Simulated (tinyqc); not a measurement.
Hueckel theory of the pi electrons, for the molecule C=CC(=O)Cl (SMILES; centres numbered as the heavy atoms are written), step by step. One step of it, computed by the program tinyqc.

Question. Orbitals. Diagonalise; E = alpha + x beta with beta < 0, so the largest x are filled first; degenerate levels share their electrons. P = sum n_i c_ri c_si; each orbital has its largest coefficient positive (the first on a tie).

Hueckel matrix in units of beta (H = alpha + beta A), order 1C, 2C, 3C, 4O, 5Cl:
```
[[0.000000, 1.000000, 0.000000, 0.000000, 0.000000],
 [1.000000, 0.000000, 1.000000, 0.000000, 0.000000],
 [0.000000, 1.000000, 0.000000, 1.000000, 0.400000],
 [0.000000, 0.000000, 1.000000, 1.000000, 0.000000],
 [0.000000, 0.000000, 0.400000, 0.000000, 2.000000]]
```

pi electrons, sum of z_r less the charge = 6

Give: x values; occupations; coefficients; charge and bond-order matrix P.

Answer.

x values: [2.2010, 1.7159, 1.0000, -0.3696, -1.5474]

occupations: [2.0000, 2.0000, 2.0000, 0.0000, 0.0000]

coefficients, order 1C, 2C, 3C, 4O, 5Cl:
```
[[0.1058, -0.2104, 0.5774, 0.6593, -0.4202],
 [0.2328, -0.3610, 0.5774, -0.2437, 0.6502],
 [0.4066, -0.4090, 0.0000, -0.5692, -0.5859],
 [0.3386, -0.5713, -0.5774, 0.4156, 0.2300],
 [0.8091, 0.5760, 0.0000, 0.0961, 0.0661]]
```

charge and bond-order matrix P, order 1C, 2C, 3C, 4O, 5Cl:
```
[[0.7775, 0.8678, 0.2581, -0.3547, -0.0712],
 [0.8678, 1.0356, 0.4846, -0.0966, -0.0391],
 [0.2581, 0.4846, 0.6653, 0.7427, 0.1868],
 [-0.3547, -0.0966, 0.7427, 1.5487, -0.1103],
 [-0.0712, -0.0391, 0.1868, -0.1103, 1.9728]]
```
